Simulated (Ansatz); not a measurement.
# BSiH6 (doublet): wB97M-V, B2PLYP, RPA-PBE over a scan of the distance Si1–H5 along a hydrogen transfer, cc-pVDZ

The task here is to estimate one member of a computed series from the others.

Computed with Ansatz 0.2.0, Gaussian basis. Level: cc-pVDZ, all electrons in the functionals, frozen cores in the correlation of double hybrids and RPA.

The runs, in order: wB97M-V, B2PLYP, RPA-PBE, at 1.485 Å; 1.594 Å; 1.812 Å; 2.030 Å; 2.248 Å.

## The geometry

The geometry derives from fragments relaxed apart (PBE0/def2-TZVP) and kept rigid, so it is no stationary point. A hydrogen atom is moved between rigid fragments.

8 atoms, charge 0, spin multiplicity 2.

Atoms are counted from 1 here; the program's logs count them from 0.

Bond lengths: Si1–H2 1.485 Å, Si1–H3 1.485 Å, Si1–H4 1.485 Å, Si1–H5 1.485 Å, B6–H7 1.191 Å, B6–H8 1.191 Å. Angles: H2–Si1–H3 109.5°, H2–Si1–H4 109.5°, H2–Si1–H5 109.5°, H3–Si1–H4 109.5°, H3–Si1–H5 109.5°, H4–Si1–H5 109.5°, H7–B6–H8 129.4°.

No dispersion term is added; wB97M-V holds VV10 nonlocal correlation.

The geometry shown and the zero of energy belong to the point 1.485 Å. The yardstick, UCCSDT(Q), and other wave-function levels (R restricted, U unrestricted, valence and pair active spaces) come from earlier runs.

The first run:

Contents of in.yaml:

```yaml
crystal:
  periodic: [false, false, false]
  atoms:
    - {symbol: Si, position_ang: [-0.998317, 0.000000, 0.000000]}
    - {symbol: H, position_ang: [-1.493189, 1.399708, 0.000000]}
    - {symbol: H, position_ang: [-1.493188, -0.699854, 1.212183]}
    - {symbol: H, position_ang: [-1.493189, -0.699854, -1.212182]}
    - {symbol: H, position_ang: [0.486298, 0.000000, 0.000000]}
    - {symbol: B, position_ang: [2.419683, 0.000000, -0.000001]}
    - {symbol: H, position_ang: [2.928756, 0.000000, 1.077008]}
    - {symbol: H, position_ang: [2.928756, 0.000000, -1.077009]}
basis:
  gaussian: {orbitals: cc-pVDZ}
magnetization: {spin_polarized: true, initial_magnetization: 1}
hamiltonian: {xc: {name: wB97M-V}}
output: {forces: true, orbitals: {seedname: orbitals}}
```

Launch:

```console
$ ansatz run in.yaml --threads 1 --pin off --events-out ev --progress --plain --max-ram 2816MiB --backend cpu
```

Among the steps run: wB97M-V, 1.485 Å; wB97M-V, 1.594 Å; wB97M-V, 1.812 Å; wB97M-V, 2.030 Å; wB97M-V, 2.248 Å; B2PLYP, 1.485 Å; B2PLYP, 1.594 Å; B2PLYP, 1.812 Å; B2PLYP, 2.030 Å; B2PLYP, 2.248 Å; RPA-PBE, 1.485 Å; RPA-PBE, 1.594 Å; RPA-PBE, 1.812 Å; RPA-PBE, 2.030 Å; RPA-PBE, 2.248 Å.

One table of the session follows, with a row left open; its other results are not shown here.

| level | 1.594 Å | 2.030 Å | 2.248 Å |
| --- | --- | --- | --- |
| UCCSDT(Q) | 0.019 | -0.357 | -0.595 |
| wB97M-V | -0.005 | -0.400 | -0.616 |
| B2PLYP | ? | ? | ? |
| RPA-PBE | 0.012 | -0.332 | -0.542 |

**Question.** Estimate the row for B2PLYP.

**Answer.** 1.594 Å: 0.001; 2.030 Å: -0.371; 2.248 Å: -0.593. In the column «1.594 Å» it lies between wB97M-V (-0.005) and RPA-PBE (0.012).

Caveats from the session: Energies in eV, counted from 1.485 Å; blanks weren't run or aren't comparable.
